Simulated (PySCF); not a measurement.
Computed NMR parameters against published values

Geometry:
```tsv
atom	x (Å)	y (Å)	z (Å)
N1	0.550	-0.002	-0.004
N2	-0.548	0.003	-0.010
```

The experiment to reproduce: σ 15N N1/N2 -61.6 ppm (measured; gas; G. L. Stoychev, PhD thesis, Univ. Bonn 2021 (Stoychev, Auer, Izsak, Neese, JCTC 2018, 14, 619)).
δ 15N N1/N2 326.1 ppm (measured; gas; L. Olsson, D. Cremer, J. Chem. Phys. 105 (1996) 8995).

Level of theory: shielding tensors at PBE0/pcSseg-1 (GIAO), GFN2-xTB structure, in PySCF (single conformer, no relativistic terms, fast rotation and ring inversion assumed for equivalent nuclei, in vacuum).

Problem. Set the calculated values beside the experiment.

Solution. 
Reference values: measured (gas; G. L. Stoychev, PhD thesis, Univ. Bonn 2021 (Stoychev, Auer, Izsak, Neese, JCTC 2018, 14, 619)).
```json
{"atoms": "N1/N2", "quantity": "σ 15N", "reference": "-61.6", "computed": "-96.3"}
```

Reference values: measured (gas; L. Olsson, D. Cremer, J. Chem. Phys. 105 (1996) 8995).
| atoms | quantity | reference | computed |
| --- | --- | --- | --- |
| N1/N2 | δ 15N vs gaseous NH3 | 326.1 | 364.1 |

Absolute shieldings are compared as such; zero-point and thermal motion, absent here, lowers them by some tenths of a ppm for H, a few ppm for C and up to about 10 ppm for F.

Computed shifts are σ(ref) − σ with the named reference compound (TMS for H and C) calculated as an isolated molecule at the same level.

2 of the 12 published NMR values on file for this molecule are compared. The rest: values from further sources, other calculations.
